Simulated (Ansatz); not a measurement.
## How far each method lies from RCCSDT(Q) for H₂Ge–CH, doublet

Geometry: a point of a twist scan, not a stationary point.

```xyz
5

Ge   -0.0040    0.0108    0.2522
C    -0.0040   -0.0911   -1.4953
H    -0.0040    1.3379    1.0109
H    -0.0040   -1.2515    1.1022
H     0.3417    0.2210   -2.4668
```

Basis cc-pVDZ; Ansatz 0.2.0. Correlated methods freeze the noble-gas cores and the filled d shells of p-block atoms, which leaves 11 electrons in 41 orbitals. Prefix R: restricted or restricted open-shell reference; prefix U: unrestricted. Active spaces: pair = (3e, 3o) about the gap. No spin–orbit coupling is included, and no scalar relativity.

Full CI isn't at hand for all of this; RCCSDT(Q) serves as the reference, and is uncertain by about the last step of the cluster series. The frozen core follows each run's orbitals, which can shift R against U totals by a few meV for light atoms and by up to 0.1 eV past Ca.

- UHF ⟨S²⟩: 1.313
- T1 diagnostic (RCCSD): 0.0300
- largest doubles amplitude (RCCSD): 0.153

```
   level  E − E(RHF) (eV)
    RMP2          -5.7601
   RCCSD          -6.7409
RCCSD(T)          -6.9933
```

Question: Estimate how far RCCSDT(Q) in cc-pVDZ lies from RCCSD(T). The table doesn't fix it; the size of (T) and the diagnostics are the guide.

Answer: RCCSDT(Q) in cc-pVDZ lies 2.14 mEh below RCCSD(T), which is 23 % of the (T) step (-9.27 mEh). T1 is raised, a doubles amplitude is large, but (T) still catches most of what CCSD lacks. The miss exceeds 1 kcal/mol.

The other levels:

```tsv
level	E − E(RCCSDT(Q)) (mEh)	share of correlation (%)	wall time
BCCD(T)	2.27	99.12	12 s
RCCSDT	0.73	99.72	–
CASSCF (pair space)	227.13	12.35	–
NEVPT2 (pair space)	40.88	84.22	2 s
MRCISD (pair space)	23.55	90.91	–
MRCISD+Q (pair space)	2.70	98.96	2.4 s
```

The correlation energy at RCCSDT(Q), counted from RHF, is -7.052 eV. That run took 93 s on 1 thread of Arm Neoverse V1, shared host.

Run but not shown, since their state or frozen core can't be matched to the reference's or they repeat it: UHF, UMP2, UCCSD, UCCSD(T), UCCSDT, UCCSDT(Q).

Times hold each run's SCF and search for its determinant on a shared host, so for small cases they say little of a method's own cost; they ran on 1 thread of Arm Neoverse V1.
